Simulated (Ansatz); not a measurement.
Reaction: C3H6O (SMILES C(=C)CO) → C2H3 (SMILES [CH]=C, doublet) + CH3O (SMILES O[CH2], doublet) (the C-C bond breaks)
Each species at its own B3LYP-D3(BJ)/def2-TZVP minimum (Ansatz, an electronic-structure program), one conformer.

Total energies in hartree (Ansatz). Open shells are spin-unrestricted; no spin-orbit coupling. Cores are frozen in correlated methods. No relativity. The UHF reference of C2H3 ([CH]=C, doublet) is spin-contaminated (<S^2> up to 0.19 over the pure value in the sets run).

| species | HF/cc-pVTZ | CCSD(T)/cc-pVTZ | HF/cc-pVQZ | CCSD(T)/cc-pVQZ | CCSD(T)/cc-pVDZ | CCSDT(Q)/cc-pVDZ |
|---|---|---|---|---|---|---|
| 1: C3H6O (SMILES C=CCO) | -191.99761 | -192.80225 | -192.01169 | -192.86203 | -192.59676 | -192.59913 |
| 2: C2H3 (SMILES [CH]=C, doublet) | -77.41972 | -77.75200 | -77.42479 | -77.77372 | -77.67385 | -77.67568 |
| 3: CH3O (SMILES [CH2]O, doublet) | -114.46247 | -114.88799 | -114.47189 | -114.92463 | -114.76395 | -114.76519 |

Task: Work out the bond dissociation energy (electronic) in kJ/mol: take Hartree-Fock from cc-pVQZ, extrapolate the CCSD(T) correlation energy as X^-3 (X = 3, 4), and add CCSDT(Q) - CCSD(T) in cc-pVDZ. 1 hartree = 2625.5 kJ/mol.

Result: 
Species 1: correlation (64·(-0.85034) - 27·(-0.80464))/37 = -0.88369; step -0.00237; E1 = -192.01169 + (-0.88369) + (-0.00237) = -192.89775
Species 2: correlation (64·(-0.34893) - 27·(-0.33228))/37 = -0.36108; step -0.00183; E2 = -77.42479 + (-0.36108) + (-0.00183) = -77.78770
Species 3: correlation (64·(-0.45274) - 27·(-0.42552))/37 = -0.47260; step -0.00124; E3 = -114.47189 + (-0.47260) + (-0.00124) = -114.94573
-1·E1 +1·E2 +1·E3 = 0.16432 hartree = 431.4 kJ/mol.
